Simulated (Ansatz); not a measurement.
C$_{3}$H$_{6}$O (`C1COC1`) at its PBE0-D4/def2-TZVP geometry, where that method's forces vanish. The species carries charge 0 and has multiplicity 1.

```xyz
10

C    -0.7792    0.1067    0.1206
C     0.4081   -0.5177    0.8595
O     1.2977   -0.2301   -0.2280
C     0.2548    0.4239   -0.9637
H    -1.5564   -0.5959   -0.1768
H    -1.2376    0.9681    0.6041
H     0.7127   -0.0052    1.7783
H     0.3411   -1.5922    1.0568
H     0.4696    1.4876   -1.1121
H     0.0892   -0.0451   -1.9387
```

Task: What forces (eV/Å) does B3LYP-D4/def2-TZVPP give on these atoms in Ansatz 0.2.0? (Estimate.)

Result: Ansatz gave: 
```
C1  -0.299  0.037  0.044
C2  -0.028 -0.210  0.462
O3   0.395 -0.074 -0.071
C4  -0.103  0.251 -0.430
H5   0.031  0.046  0.021
H6   0.014 -0.050 -0.027
H7  -0.016 -0.042 -0.040
H8   0.008  0.060  0.004
H9  -0.013 -0.058 -0.009
H10  0.012  0.038  0.045
```

B3LYP here is the variant with VWN-RPA as its local correlation; programs differ in this.
